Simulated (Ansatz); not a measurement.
Computed with Ansatz on PBE0-D4/def2-TZVP structures; ΔE is electronic, products minus reactants. CBS: MP2 limit from def2 TZ/QZ plus the TZ coupled-cluster correction, frozen cores. Functionals use def2-TZVPP. B3LYP here is the variant with VWN-RPA as its local correlation; programs differ in this. Each species was taken in one conformer, which may not be the lowest.

`CC(C)=CF` + `NC(O)O` → `COC(N)O` + `C/C=C\F`  (substitution at a C–C bond)

```tsv
level	ΔE (kJ/mol)	difference from CCSD(T)/CBS
PBE0-D4	59.1	0.1
ωB97X-V	53.7	-5.3
ωB97M-V	56.3	-2.7
B2PLYP	54.6	-4.4
PBE	56.7	-2.3
B3LYP	51.2	-7.8
HF/def2-TZVPP	46.4	-12.6
MP2/def2-TZVPP	62.9	3.9
SCS-MP2/def2-TZVPP	57.3	-1.7
CCSD(T)/def2-TZVPP	57.1	-1.9
HF/def2-QZVPP	46.4	-12.6
MP2/def2-QZVPP	64.0	5.0
SCS-MP2/def2-QZVPP	58.5	-0.5
HF/CBS(def2)	46.4	-12.6
MP2/CBS(def2)	64.9	5.9
CCSD/CBS(def2)	58.2	-0.8
CCSD(T)/CBS	59.0	0
```

Largest T1 diagnostic among the species: 0.011.

In def2-TZVPP, CCSD(T) changes the Hartree–Fock value by +10.6 kJ/mol (the triples alone add +0.8 kJ/mol) and MP2 by +16.5 kJ/mol.
